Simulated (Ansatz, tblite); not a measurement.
Forces on diborane mono F (B₂H₅F) at its PBE-D4/def2-TZVP geometry. Charge 0, multiplicity 1.

The xTB rows come from tblite.

GFN1-xTB (tblite), largest force 0.77 eV/Å:

```xyz
8
positions Å, forces eV/Å
B     0.376    0.548    0.580    0.564    0.409    0.149
F    -0.279    0.841    1.722    0.166   -0.059   -0.260
H     1.453    1.033    0.369   -0.366   -0.061    0.254
H    -0.423    0.740   -0.517   -0.022    0.050    0.175
B    -0.369   -0.552   -0.593   -0.344   -0.480   -0.496
H    -1.444   -1.014   -0.345    0.337    0.073   -0.200
H     0.237   -0.792   -1.596   -0.287   -0.029    0.231
H     0.448   -0.805    0.380   -0.048    0.096    0.148
```

GFN2-xTB (tblite), largest force 0.67 eV/Å:

```
B 0.438 0.323 0.124
F 0.383 -0.019 -0.402
H -0.468 -0.030 0.407
H 0.034 -0.088 0.258
B -0.270 -0.411 -0.449
H 0.512 0.082 -0.355
H -0.489 -0.080 0.338
H -0.139 0.223 0.079
```

r2SCAN-D4/def2-TZVP (Ansatz), largest force 0.44 eV/Å:

```
B -0.047 0.127 0.250
F 0.194 -0.115 -0.383
H -0.166 -0.071 0.044
H 0.060 -0.102 0.075
B -0.049 -0.059 -0.056
H 0.157 0.072 -0.028
H -0.087 0.036 0.148
H -0.061 0.112 -0.050
```
